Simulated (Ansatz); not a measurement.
# CH₅ (doublet): from Hartree-Fock to the top rungs at distance C1–H5 along a hydrogen transfer = 1.443 Å, cc-pVDZ

Aim: climb from Hartree-Fock through coupled cluster and multireference methods for CH₅ (doublet) at one geometry and basis, and see what each rung misses.

The runs use Ansatz 0.2.0, Gaussian basis; cc-pVDZ, core rule «outside noble gas», up to 1 orbitals frozen.

The runs, in order: UHF; CCSD(T) on ROHF; CCSD(T) on UHF; BCCD(T) on ROHF; CISD; CCSDT(Q) on ROHF; CCSDT(Q) on UHF; CASSCF and MRCISD+Q, 3 electrons in 3 orbitals; CASSCF and NEVPT2, 3 electrons in 3 orbitals; CASSCF and MRCISD+Q, 9 electrons in 9 orbitals; CASSCF and NEVPT2, 9 electrons in 9 orbitals.

5 further runs of the same task are left out: 3 that didn't finish, 2 set aside as unsound or not needed.

**1. The geometry**

The geometry derives from fragments relaxed apart (PBE0/def2-TZVP) and kept rigid, so it is no stationary point. A hydrogen atom is moved between rigid fragments.

6 atoms, charge 0, spin multiplicity 2.

Atoms are counted from 1 here; the program's logs count them from 0.

Bond lengths: C1–H2 1.090 Å, C1–H3 1.090 Å, C1–H4 1.090 Å. Angles: H2–C1–H3 109.5°, H2–C1–H4 109.5°, H3–C1–H4 109.5°.

**2. UHF**

in.yaml

```yaml
crystal:
  periodic: [false, false, false]
  atoms:
    - {symbol: C, position_ang: [-0.158570, 0.000000, 0.000000]}
    - {symbol: H, position_ang: [-0.521776, 1.027301, 0.000000]}
    - {symbol: H, position_ang: [-0.521776, -0.513650, 0.889668]}
    - {symbol: H, position_ang: [-0.521776, -0.513650, -0.889669]}
    - {symbol: H, position_ang: [1.284430, 0.000000, 0.000000]}
    - {symbol: H, position_ang: [2.170430, 0.000000, 0.000000]}
basis:
  gaussian: {orbitals: cc-pVDZ}
magnetization: {spin_polarized: true, initial_magnetization: 1}
hamiltonian: {xc: hf}
output: {orbitals: {seedname: orbitals}}
```

On the command line:

```bash
$ ansatz run in.yaml --threads 1 --pin off --events-out ev --progress --plain --max-ram 2393MiB
```

After this run come: CCSD(T) on ROHF; CCSD(T) on UHF; BCCD(T) on ROHF; CISD; CCSDT(Q) on ROHF; CCSDT(Q) on UHF; CASSCF and MRCISD+Q, 3 electrons in 3 orbitals; CASSCF and NEVPT2, 3 electrons in 3 orbitals; CASSCF and MRCISD+Q, 9 electrons in 9 orbitals; CASSCF and NEVPT2, 9 electrons in 9 orbitals.

Before running them: what should the planned runs give, taken together? Wanted: UCCSDT(Q) below the RHF energy; RMP2 from UCCSDT(Q); UMP2 from UCCSDT(Q); RCCSD from UCCSDT(Q); RCCSD(T) from UCCSDT(Q); UCCSD(T) from UCCSDT(Q); RCCSDT(Q) from UCCSDT(Q); NEVPT2 pair from UCCSDT(Q); NEVPT2 valence from UCCSDT(Q).

**Answer**, as computed:

| quantity | value |
| --- | --- |
| UCCSDT(Q) below the RHF energy | -5.7479 eV |
| RMP2 from UCCSDT(Q) | +943.9 meV |
| UMP2 from UCCSDT(Q) | +968.4 meV |
| RCCSD from UCCSDT(Q) | +136.8 meV |
| RCCSD(T) from UCCSDT(Q) | +20.0 meV |
| UCCSD(T) from UCCSDT(Q) | +20.8 meV |
| RCCSDT(Q) from UCCSDT(Q) | +0.3 meV |
| NEVPT2 pair from UCCSDT(Q) | +851.5 meV |
| NEVPT2 valence from UCCSDT(Q) | +802.8 meV |
| MRCISD+Q valence from UCCSDT(Q) | +4.7 meV |
| levels within 1 kcal/mol (43 meV) | RCCSD(T), UCCSD(T), BCCD(T), RCCSDT, UCCSDT, RCCSDT(Q), MRCISD+Q valence |
| T1 diagnostic | 0.025 |
| effectively unpaired electrons | 1.02 |

RCCSD(T) misses by +20.0 meV, 0.3 % of the correlation energy. One determinant dominates. Of the multireference levels listed MRCISD+Q valence comes nearest in total energy (+4.7 meV), which doesn't show that its space is the better one. These misses are within one basis, not against nature; the frozen cores of restricted and unrestricted runs differ, which can shift their rows.
